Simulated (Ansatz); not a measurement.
Consider the substitution at a C–B bond: `C[BH][AlH2]` + H–F → `CF` + `[BH2][AlH2]`.

Program: Ansatz. Geometries: PBE0-D4/def2-TZVP. ΔE: electronic, gas phase. CCSD(T)/CBS is the MP2 limit (def2-TZVPP, def2-QZVPP) plus CCSD(T) − MP2 in def2-TZVPP, frozen cores. This one scheme is used for every species.

```csv
species,CCSD/def2-TZVPP energy (Eh)
`C[BH][AlH2]`,-308.35297
H–F,-100.33828
`CF`,-139.55110
`[BH2][AlH2]`,-269.10441
```

(1) Work out ΔE.

Largest T1 diagnostic among the species: 0.011.

## Answers

(1) ΔE = (-139.55110) + (-269.10441) − (-308.35297) − (-100.33828) = 0.03574 Eh = +22.4 kcal/mol. CCSD(T)/CBS gives +24.3 kcal/mol.

The D4 term adds +1.2 kcal/mol with B3LYP and +0.7 kcal/mol with PBE0; it sums over pairs of atoms, weighted by their polarisabilities, and B3LYP, whose exchange is more repulsive, gets the larger term. At CCSD(T), def2-SVP lies −3.9 kcal/mol from the extrapolated value and def2-TZVPP −1.2 kcal/mol. In def2-TZVPP, CCSD(T) changes the Hartree–Fock value by +6.7 kcal/mol (the triples alone add +0.7 kcal/mol) and MP2 by +9.1 kcal/mol.

B3LYP here is the variant with VWN-RPA as its local correlation; programs differ in this.
